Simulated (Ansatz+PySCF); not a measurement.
## singlet BH₃: levels of theory in one basis

```xyz
4

B     0.0000    0.0000    0.0000
H     1.1100    0.0000    0.0000
H    -0.5550    0.9613    0.0000
H    -0.5550   -0.9613    0.0000
```

Basis set: def2-SVP (spherical functions). Left uncorrelated: 1 orbital. Charge 0, multiplicity 1.

Computed with Ansatz (development build ahead of 0.2.0); each method stands on the lowest determinant of its kind that the runs found. NEVPT2 correlates all electrons. Active spaces start from the frontier orbitals, and the lowest solution found is given.

```
        method  E − E(RHF) (eV)  <S²> of the determinant
           RHF             0.00                     0.00
       RHF-MP2            -2.50                        –
      RHF-CCSD            -3.11                        –
   RHF-CCSD(T)            -3.15                        –
SC-NEVPT2(6,7)            -2.62                        –
```

(1) What does CASSCF(6,7) give on the same scale?

(2) Is a single determinant a sound starting point here?

Results:

(1) -1.25 eV.

(2) By this sign, yes. Unrestricted orbitals gain 0.00 eV and <S²> is 0.00 against 0.00 for a pure state. The CASSCF(6,7) natural occupations are 1.99, 1.98, 1.98, 0.01, 0.01, 0.01, 0.01.
